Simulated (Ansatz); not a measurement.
This script for Ansatz 0.2.0 through its Python package starts 2 runs on CH2O, SMILES C=O. What input does the engine get in each?

`cas_ch2o.py`:
```python
'''Active-space calculation on CH2O.'''

import ansatz

geometry = (
    ansatz.Crystal.molecule()
    .atom('C', (0.00424, -1e-05, -0.0023))
    .atom('O', (0.69206, 0.54547, 0.80385))
    .atom('H', (-0.54567, 0.54659, -0.78689))
    .atom('H', (-0.15063, -1.09205, -0.01466))
)

job = geometry.calculation()
job = job.basis(gaussian='6-31G*')
job = job.correlation(active_electrons=4, active_orbitals=5)
for method in [None, 'sc_nevpt2']:
    r = (job if method is None else job.correlation(method)).run(threads=1, backend='cpu').report
    space = r['configurations']
    state = space['states'][0]
    print(method or 'casscf', f'total {r["free_energy_ev"] / 27.211386246:.6f} Ha, active-space state {state["energy"]["hartree"]:.6f} Ha, mean field {r["reference_energy_ev"] / 27.211386246:.6f} Ha')
    print('  determinants', state['n_determinants'], ' natural occupations', [round(n, 3) for n in space['natural_occupations']])
```

Run 1:
```yaml
crystal:
  periodic: [false, false, false]
  atoms:
    - { symbol: C, position_ang: [0.00424, -1.0e-05, -0.0023] }
    - { symbol: O, position_ang: [0.69206, 0.54547, 0.80385] }
    - { symbol: H, position_ang: [-0.54567, 0.54659, -0.78689] }
    - { symbol: H, position_ang: [-0.15063, -1.09205, -0.01466] }
basis:
  gaussian:
    orbitals: "6-31G*"
correlation:
  active_space:
    window:
      electrons: 4
      orbitals: 5
```

Run 2, against run 1:
```diff
+  method: sc_nevpt2
```

Running `python cas_ch2o.py` prints:
```text
casscf total -113.940278 Ha, active-space state -113.940278 Ha, mean field -113.865952 Ha
  determinants 100  natural occupations [1.979, 1.935, 0.064, 0.019, 0.002]
sc_nevpt2 total -114.157784 Ha, active-space state -113.940275 Ha, mean field -113.865952 Ha
  determinants 100  natural occupations [1.979, 1.935, 0.064, 0.019, 0.002]
```

Reading the output:
- Total energies depend on the basis set; only differences at equal settings carry meaning.
- The geometry is a force-field or estimated start, not a minimum of this method, and the basis set is short of its limit. The active space starts as a window about the frontier orbitals and is then optimised, not chosen by chemistry.
- Timing: 4.5 s on 1 thread of Intel(R) Xeon(R) Platinum 8488C (Sapphire Rapids), with other jobs on the host, peak memory 0.14 GiB.
